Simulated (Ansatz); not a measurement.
Process, species as SMILES: C#C (C2H2) → [C-]#C + H+
B3LYP-D3(BJ)/def2-TZVP geometries, fixed; electronic energies without zero-point terms.

Effect of the final integration grid (spheres per factor e of radius in core and valence, angular degree) at PBE/def2-TZVPP with Ansatz (an electronic-structure program), against the last row, where the deprotonation energy is 385.78 kcal/mol. The default's grid is 13, 11, 36.

```
setting                     largest shift of a total energy (mEh)  shift of the deprotonation energy (kcal/mol)
--------------------------  -------------------------------------  --------------------------------------------
accuracy: medium (default)                                  0.000                                         0.000
final_grid: 4, 3, 11                                        1.307                                        -0.208
final_grid: 6, 5, 17                                       -0.043                                         0.041
final_grid: 8, 7, 23                                        0.004                                         0.004
final_grid: 10, 9, 29                                       0.000                                         0.000
final_grid: 18, 15, 47                                      0.000                                         0.000
final_grid: 26, 22, 59                                      0.000                                         0.000
```

Within 0.02 kcal/mol in the deprotonation energy: accuracy: medium (default); final_grid: 8, 7, 23; final_grid: 10, 9, 29; final_grid: 18, 15, 47. The largest shift is 1.307 mEh in a total energy and 0.208 kcal/mol in the difference.
